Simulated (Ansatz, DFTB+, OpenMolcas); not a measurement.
# A small benchmark: dipole moment

10 molecules with nitrogen; the dipole moment in D, computed less measured. Shapes, held fixed at every level: PBE0-D4/def2-TZVP. No vibrational averaging. Dipoles are compared by magnitude; molecules under 1 D, whose direction can flip, are left out. Programs: Ansatz 0.2.0, DFTB+ 25.1, OpenMolcas 26.06. Measured values: NIST CCCBDB.

Levels: A = DFTB1; B = PBE-D4/def2-TZVPP; C = B3LYP/6-31G* (Cartesian functions); D = B3LYP-D4/def2-TZVPP.

| molecule | measured | A | B | C | D |
| --- | --- | --- | --- | --- | --- |
| NS (Mononitrogen monosulfide) | 1.81 | +1.23 | +0.02 | -0.08 | +0.08 |
| HCN (hydrogen cyanide) | 2.98 | +0.85 | -0.06 | -0.08 | +0.05 |
| HNC (hydrogen isocyanide) | 3.05 | +0.88 | +0.09 | -0.08 | +0.03 |
| CH2N2 (SMILES N#CN) | 4.32 | +2.24 | +0.28 | +0.21 | +0.32 |
| CH3N (methanimine) | 2.00 | +0.20 | -0.11 | -0.05 | -0.01 |
| C2H3N (isocyanomethane) | 3.85 | +1.70 | +0.12 | -0.21 | +0.03 |
| C2H3N (acetonitrile) | 3.92 | +1.35 | +0.02 | -0.13 | +0.08 |
| CH5N (methylamine) | 1.31 | -0.29 | -0.06 | +0.10 | -0.01 |
| C3H5N (propanenitrile) | 4.02 | +1.25 | +0.01 | -0.14 | +0.08 |
| C2H7N (dimethylamine) | 1.03 | -0.16 | -0.16 | -0.04 | -0.10 |

Question: Which level does best on this set, which worst, and which err to one side?

Answer: 
```json
{"level": "DFTB1", "kind": "semi-empirical", "mean error": "+0.925", "mean absolute error": "1.015", "worst case": "CH2N2"}
{"level": "PBE-D4/def2-TZVPP", "kind": "GGA", "mean error": "+0.015", "mean absolute error": "0.093", "worst case": "CH2N2"}
{"level": "B3LYP/6-31G* (Cartesian functions)", "kind": "global hybrid", "mean error": "-0.050", "mean absolute error": "0.112", "worst case": "CH2N2"}
{"level": "B3LYP-D4/def2-TZVPP", "kind": "global hybrid", "mean error": "+0.055", "mean absolute error": "0.079", "worst case": "CH2N2"}
```

On this set B3LYP-D4/def2-TZVPP has the smallest mean absolute error and DFTB1 the largest. DFTB1 is too high in 8 of 10; B3LYP/6-31G* (Cartesian functions) is too low in 8 of 10; B3LYP-D4/def2-TZVPP is too high in 7 of 10. The smallest two are near a tie. Open shells run unrestricted. The set is small.
